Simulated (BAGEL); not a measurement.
# One shape, several levels: BSiH4F (SMILES FB[SiH3])

Wanted: a comparison of 3 runs (B3LYP/6-311+G**, PBE0/6-311+G**, RI-MP2/6-311+G**) of BSiH4F. 

The results are computed with BAGEL 1.2.2.

1 further run of the same task is left out (it didn't finish). Runs told in other sessions of the task aren't counted.

## 1. The structure to begin with

BSiH4F has 7 atoms, charge 0, and is taken as a singlet. SMILES: `FB[SiH3]`. The shape is that of a PBE0-D4/def2-TZVP optimisation.

Bond lengths: F1–B2 1.321 Å, B2–Si3 2.035 Å, B2–H4 1.203 Å, Si3–H5 1.490 Å, Si3–H6 1.491 Å, Si3–H7 1.487 Å. Angles: F1–B2–Si3 121.0°, F1–B2–H4 116.1°, Si3–B2–H4 122.9°, B2–Si3–H5 109.0°, B2–Si3–H6 108.5°, B2–Si3–H7 113.6°, H5–Si3–H6 107.5°, H5–Si3–H7 109.1°, H6–Si3–H7 109.0°.

## 2. The energy at B3LYP/6-311+G(d,p) (density fitting with qzvpp-jkfit) (run 1)

File input.json:

```json
{ "bagel": [

{
  "title": "molecule",
  "basis": "6-311+gss.json",
  "df_basis": "qzvpp-jkfit",
  "angstrom": true,
  "geometry": [
    { "atom": "F", "xyz": [   -1.379400,   -1.601500,    0.571800 ] },
    { "atom": "B", "xyz": [   -0.186700,   -1.168700,    0.204000 ] },
    { "atom": "Si", "xyz": [    0.146300,    0.805600,   -0.161100 ] },
    { "atom": "H", "xyz": [    0.673400,   -2.004900,    0.107300 ] },
    { "atom": "H", "xyz": [    0.733100,    0.954500,   -1.522300 ] },
    { "atom": "H", "xyz": [    1.152900,    1.303800,    0.818800 ] },
    { "atom": "H", "xyz": [   -1.078400,    1.642900,   -0.064200 ] }
  ]
},
{
  "title": "ks",
  "xc_func": "b3lyp"
},
{
  "title": "print",
  "file": "orbitals.molden",
  "orbitals": true
}

]}
```

The basis set 6-311+G** is read from a file made from the Basis Set Exchange's data (not shown).

The run is started by

```sh
$ BAGEL_NUM_THREADS=1 BAGEL input.json > input.out
```

Log:

```text
* using 1 threads per process

  ===============================================================
  ===============================================================

  *** Geometry ***

[... 20 lines left out ...]
    * Removing 10781 points whose weight is below 1.00e-10
[... 2 lines left out ...]
  === Nuclear Repulsion ===
    88.5225406810

       - DIIS with orbital gradients will be used.

  === KS iteration (b3lyp / 6-311+gss.json) ===
      0       -334.48250491          0.32172886           0.31
      1       -299.64738170          0.22078572           0.30
      2       -368.30135001          0.27612270           0.30
[... 14 lines of this table left out ...]
     17       -416.68464079          0.00000001           0.30
    * SCF iteration converged.

    * Permanent dipole moment:
           (   -0.232105,    -0.027550,     0.067268) a.u.

    * METHOD: KS                                   5.79

    * METHOD: PRINT                                0.01

  ===============================================================
```

Run time: 6.3 s. Hardware: 1 thread of Intel Xeon 6975P-C (Granite Rapids), shared host; peak memory 0.42 GiB.

## 3. A single-point energy at PBE0/6-311+G(d,p) (density fitting with qzvpp-jkfit) (run 2)

File dft.json:

```json
{ "bagel" : [

{
  "title" : "molecule",
  "basis" : "6-311+gss.json",
  "df_basis" : "qzvpp-jkfit",
  "angstrom" : true,
  "geometry" : [
    { "atom" : "F", "xyz" : [      -1.379400,      -1.601500,       0.571800 ] },
    { "atom" : "B", "xyz" : [      -0.186700,      -1.168700,       0.204000 ] },
    { "atom" : "Si", "xyz" : [       0.146300,       0.805600,      -0.161100 ] },
    { "atom" : "H", "xyz" : [       0.673400,      -2.004900,       0.107300 ] },
    { "atom" : "H", "xyz" : [       0.733100,       0.954500,      -1.522300 ] },
    { "atom" : "H", "xyz" : [       1.152900,       1.303800,       0.818800 ] },
    { "atom" : "H", "xyz" : [      -1.078400,       1.642900,      -0.064200 ] }
  ]
},

{
  "title" : "ks",
  "xc_func" : "pbe0"
},

{
  "title" : "print",
  "file" : "orbitals.molden",
  "orbitals" : true
}

]}
```

The basis set 6-311+G** is read from a file made from the Basis Set Exchange's data (not shown).

The run is started by

```sh
$ BAGEL_NUM_THREADS=1 BAGEL dft.json > dft.out
```

Log:

```text
* using 1 threads per process

  ===============================================================
  ===============================================================

  *** Geometry ***

[... 20 lines left out ...]
    * Removing 10781 points whose weight is below 1.00e-10
[... 2 lines left out ...]
  === Nuclear Repulsion ===
    88.5225406810

       - DIIS with orbital gradients will be used.

  === KS iteration (pbe0 / 6-311+gss.json) ===
      0       -334.08651263          0.32153440           0.30
      1       -298.38382427          0.21477777           0.28
      2       -368.47115101          0.27314363           0.28
[... 15 lines of this table left out ...]
     18       -416.39091310          0.00000000           0.27
    * SCF iteration converged.

    * Permanent dipole moment:
           (   -0.234837,    -0.025932,     0.067206) a.u.

    * METHOD: KS                                   5.82

    * METHOD: PRINT                                0.01

  ===============================================================
```

It took 6.3 s on 1 thread of Intel Xeon 6975P-C (Granite Rapids), shared host; peak memory 0.42 GiB.

## 4. A single-point energy at RI-MP2/6-311+G(d,p) (density fitting with qzvpp-jkfit) (run 3)

File job.json:

```json
{ "bagel": [

{
  "title": "molecule",
  "basis": "6-311+gss.json",
  "df_basis": "qzvpp-jkfit",
  "angstrom": true,
  "geometry": [
    { "atom": "F", "xyz": [   -1.379400,   -1.601500,    0.571800 ] },
    { "atom": "B", "xyz": [   -0.186700,   -1.168700,    0.204000 ] },
    { "atom": "Si", "xyz": [    0.146300,    0.805600,   -0.161100 ] },
    { "atom": "H", "xyz": [    0.673400,   -2.004900,    0.107300 ] },
    { "atom": "H", "xyz": [    0.733100,    0.954500,   -1.522300 ] },
    { "atom": "H", "xyz": [    1.152900,    1.303800,    0.818800 ] },
    { "atom": "H", "xyz": [   -1.078400,    1.642900,   -0.064200 ] }
  ]
},
{ "title": "hf" },
{ "title": "mp2", "ncore": 7 }

]}
```

The basis set 6-311+G** is read from a file made from the Basis Set Exchange's data (not shown).

The run is started by

```sh
$ BAGEL_NUM_THREADS=1 BAGEL job.json > job.out
```

Log:

```text
* using 1 threads per process

  ===============================================================
  ===============================================================

  *** Geometry ***

[... 31 lines left out ...]
    * SCF iteration converged.
[... 1 line left out ...]
    * Permanent dipole moment:
[... 2 lines left out ...]
    * METHOD: HF                                   0.46

  *** RHF ***

  === Nuclear Repulsion ===
    88.5225406810

      * DIIS with orbital gradients will be used.

  === RHF iteration (6-311+gss.json) ===
      0       -415.45075882          0.00000000           0.02
    * SCF iteration converged.

    * Permanent dipole moment:
           (   -0.308448,    -0.046301,     0.093139) a.u.

  === DF-MP2 calculation ===

    * freezing 7 orbitals
    * 3-index integral transformation done
    * assembly done

      MP2 correlation energy:   -0.3986162823      0.02

      MP2 total energy:       -415.8493751018

    * METHOD: MP2                                  0.09

  ===============================================================
```

Wall time 0.85 s (1 thread of Intel Xeon 6975P-C (Granite Rapids), shared host).

## 5. Overview of the runs

```
run                                                level  frozen core orbitals  energy (Eh)  dipole moment (D)  HOMO energy (eV)  LUMO energy (eV)  wall time
  1   B3LYP/6-311+G** (density fitting with qzvpp-jkfit)                     –  -416.684641               0.62             -8.05             -2.00      6.3 s
  2    PBE0/6-311+G** (density fitting with qzvpp-jkfit)                     –  -416.390913               0.62             -8.24             -1.78      6.3 s
  3  RI-MP2/6-311+G** (density fitting with qzvpp-jkfit)                     7  -415.849375                  –                 –                 –     0.85 s
```

## 6. Results

| quantity | value |
| --- | --- |
| run 3: total energy | -415.84938 Eh |
| run 3: correlation energy (7 core orbitals frozen) | -398.6 mEh |

**Reading.** Totals of different functionals can't be ranked against each other. All runs together took 13 s, the longest 6.3 s.
